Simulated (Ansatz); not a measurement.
in.yaml

```yaml
crystal:
  periodic: [false, false, false]
  atoms:
    - {symbol: Cu, position_ang: [0.000000, 0.000000, 0.000000]}
    - {symbol: N, position_ang: [0.000000, 0.000000, 1.810200]}
basis:
  gaussian: {orbitals: def2-SVP}
magnetization: {spin_polarized: false, initial_magnetization: 2}
correlation: {active_space: {ras: {orbitals: [7, 2, 26], electrons: 16, max_holes: 2, max_particles: 2}, fixed_orbitals: true}}
```

```sh
$ ansatz run in.yaml --threads 1 --pin off --events-out ev --progress --plain --max-ram 2393MiB
```

Output:

```
486 factors; integrals over basis functions are off by at most 9.9e-4 eV
mean field evaluation 1: about -46065.1518 eV, gradient 4.5e1 eV
mean field evaluation 2: about -46065.2462 eV, gradient 4.5e1 eV
mean field evaluation 4: about -46068.5195 eV, gradient 5.7e0 eV
mean field evaluation 8: about -46068.7232 eV, gradient 8.9e-1 eV
mean field evaluation 16: about -46068.7339 eV, gradient 4.2e-6 eV
mean field evaluation 32: about -46056.3275 eV, gradient 5.2e1 eV
mean field evaluation 64: about -46065.5540 eV, gradient 1.1e0 eV
mean field evaluation 96: about -46065.0545 eV, gradient 1.2e0 eV
mean field evaluation 128: about -46062.4838 eV, gradient 9.0e0 eV
mean field evaluation 160: about -46067.5960 eV, gradient 3.8e-3 eV
mean field -46068.73393284 eV, -1692.9947455224 hartree, gradient 4.2e-6 eV, S^2 2.000000; 14 other end points of the search recorded, 0 dependent functions left out
reference -46068.73393284 eV, -1692.9947455224 hartree; 19, 17 occupied and 26, 28 virtual orbitals, 486 factors
state -46078.66159186 eV, -1693.3595802624 hartree
Total energy: -46078.66159186 eV, -1693.3595802624 hartree
```

Ran on 1 thread of AMD EPYC 7B13, shared host: 16 s wall, 0.16 GiB peak host memory.
